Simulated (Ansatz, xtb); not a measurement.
## C3H2Cl2O: 3 structures ranked

3 gas-phase structures of C3H2Cl2O, from a drawn sample of its isomers (lower ones may exist). Each was relaxed with GFN2-xTB; where two conformers were screened, the lower at r2SCAN-D4/def2-SVP is listed:

A. `O=C=C(Cl)CCl`, a singlet
B. `O=C/C(Cl)=C\Cl`, a singlet
C. `O=C(Cl)/C=C/Cl`, a singlet

Task: Make a reasoned guess at their ranking by r2SCAN-D4/def2-SVP single-point energy.

Result: Calculated order at r2SCAN-D4/def2-SVP: C (0.0), B (16.5), A (20.9) kcal/mol.

Energies above the lowest of each column, in kcal/mol; the last columns are at B3LYP/def2-SVP geometries and were run for some of them only (a dash: not run or not comparable):

```csv
structure,GFN2-xTB,HF/STO-3G,r2SCAN-D4/def2-SVP,B3LYP/def2-SVP,CCSD(T)/def2-SVP + ΔMP2/def2-TZVPP
C,0.0,0.0,0.0,0.0,0.0
B,14.6,11.7,16.5,15.8,13.1
A,11.2,7.9,20.9,–,–
```

Every level run on C puts it lowest or level with the lowest. Some further structures that were screened fall inside this span and aren't listed. Flexible structures stand in one conformer each, not always the lowest. Frequencies (B3LYP/def2-SVP) were run for B, C alone. ΔMP2 is the change of the MP2 energy from the smaller to the larger basis.

Programs: Ansatz 0.2.0, xtb 6.7.1.
